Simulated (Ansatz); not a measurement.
Rutile MnF2, treated with r²SCAN (PAW; Ansatz, a first-principles code).

Run with plane-wave cutoff 560 eV, 8×8×10 k mesh (along the axes of the cell as run), Fermi–Dirac smearing 0.01 eV, spin-polarised with opposed moments, scalar-relativistic PAW data made under PBE.

Shape and atoms are relaxed at each volume.

Pressure at four volumes; x = ln(V/13.004 Å³). One pressure is withheld.

```csv
V (Å³/atom),x,P (GPa)
12.484,-0.0408,4.32
13.004,0.0000,0.00
13.264,0.0198,-1.82
13.524,0.0392,?
```

Problem. Pass a parabola P(x) through the three rows shown, estimate the bulk modulus and its pressure derivative near zero pressure, and predict the withheld pressure.

Solution. Slopes between the rows: (0.00 − (4.32))/(0.0000 − (-0.0408)) = -105.88 and (-1.82 − (0.00))/(0.0198 − (0.0000)) = -91.92 GPa. Their difference over the span 0.0606 is c = 13.96/0.0606 = 230.4 GPa, so P(x) = 4.32 + (-105.88)(x − (-0.0408)) + 230.4 (x − (-0.0408))(x − (0.0000)). At the middle row B = −dP/dx = −[-105.88 + 230.4 × 0.0408] = 96.5 GPa, and B′ = dB/dP = 2c/B = 4.8. At x = 0.0392 the parabola gives -3.43 GPa; the run gives -3.43 GPa. The Birch–Murnaghan fit to the energies at all volumes has B0 = 96.2 GPa and B′ = 4.8.

Note: without U or exact exchange, gaps and moments of open d shells tend to come out too small.
